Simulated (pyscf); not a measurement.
# Four-centre exchange: `[OH][SiH2][OH]` + `[NH3]` → `[OH2]` + `[NH2][SiH2][OH]`

Gas phase, singlet surface, charge 0. Bonds broken: O1–Si2, N8–H9. Bonds formed: O1–H9, Si2–N8. Single points on ωB97X-D3(BJ)/def2-SVP structures (PySCF, gas phase). Correlated levels are frozen-core, on RHF or UHF. ΔMP2 is the change of the MP2 total energy from the triple- to the quadruple-zeta basis.

Transition state (Å):

```xyz
11

O     -2.3639    -0.7680     0.3370
Si    -0.5066    -0.1004     0.0122
O      0.9623     0.6921    -0.3506
H     -2.6137    -0.8491     1.2647
H     -0.3574    -1.2204    -0.9434
H     -0.3681    -0.0960     1.5082
H      1.3379     1.1883     0.3824
N     -1.7112     1.1994    -0.6664
H     -2.4954     0.3906    -0.1978
H     -1.6330     2.1273    -0.2507
H     -1.6738     1.3024    -1.6812
```

One imaginary mode, 1082i cm⁻¹; descent along it reached the two sides named, in the forms told below.

| bond | change | reactant side (Å) | saddle | product side |
|---|---|---|---|---|
| O1–Si2 | breaks | 1.693 | 2.000 | 3.2 |
| N8–H9 | breaks | 1.020 | 1.220 | 2.023 |
| O1–H9 | forms | 2.6 | 1.283 | 0.973 |
| Si2–N8 | forms | 2.153 | 1.898 | 1.750 |

Electronic energies relative to the separated reactants (kJ/mol):

```csv
level,barrier,reaction energy,reverse barrier
ωB97X-D3(BJ)/def2-TZVP,119.4,+46.9,72.5
PBE/def2-TZVP,102.7,+47.8,54.9
r²SCAN/def2-TZVP,112.7,+51.2,61.5
B3LYP-D3(BJ)/def2-TZVP,123.6,+49.3,74.3
PBE0-D3(BJ)/def2-TZVP,108.3,+45.9,62.4
M06-2X/def2-TZVP,120.7,+49.1,71.6
ωB97M-D3(BJ)/def2-TZVP,120.8,+48.2,72.6
HF/def2-TZVP,204.2,+54.7,149.4
MP2/def2-QZVPP,124.1,+45.0,79.1
CCSD/def2-TZVPP,142.5,+47.9,94.6
CCSD(T)/def2-TZVPP,131.2,+47.6,83.5
CCSD(T)/def2-TZVPP + ΔMP2(QZVPP),131.1,+45.7,85.5
```

With CCSD(T)/def2-TZVPP + ΔMP2(QZVPP) energies and thermal terms (ideal gas, 1 atm, RRHO with modes under 100 cm⁻¹ raised to 100, one conformer, R ln 2 for chiral ones without a mode under 150 cm⁻¹), in kJ/mol:

```json
[
 {"T (K)": "298", "ΔH‡": "125.7", "ΔG‡": "171.9", "ΔH": "+43.3", "ΔG": "+40.9"},
 {"T (K)": "600", "ΔH‡": "126.8", "ΔG‡": "218.4", "ΔH": "+45.0", "ΔG": "+37.7"},
 {"T (K)": "900", "ΔH‡": "129.6", "ΔG‡": "263.6", "ΔH": "+45.9", "ΔG": "+33.8"},
 {"T (K)": "1200", "ΔH‡": "133.0", "ΔG‡": "307.8", "ΔH": "+46.3", "ΔG": "+29.7"}
]
```

On the reactant side the descent ends in an adduct with a N–Si contact, 22.3 kJ/mol under the separated species and 141.7 kJ/mol under the saddle at ωB97X-D3(BJ)/def2-TZVP. On the product side the descent ends in a complex, 20.0 kJ/mol under the separated species and 92.6 kJ/mol under the saddle at ωB97X-D3(BJ)/def2-TZVP. What is counted as formed (N–Si) is already present as a longer contact in the reactant adduct; forming that adduct is a step of its own. One saddle was located; it need not be the lowest between these sides. The CCSD(T) − MP2 part came from Ansatz, without density fitting, on the same reference.
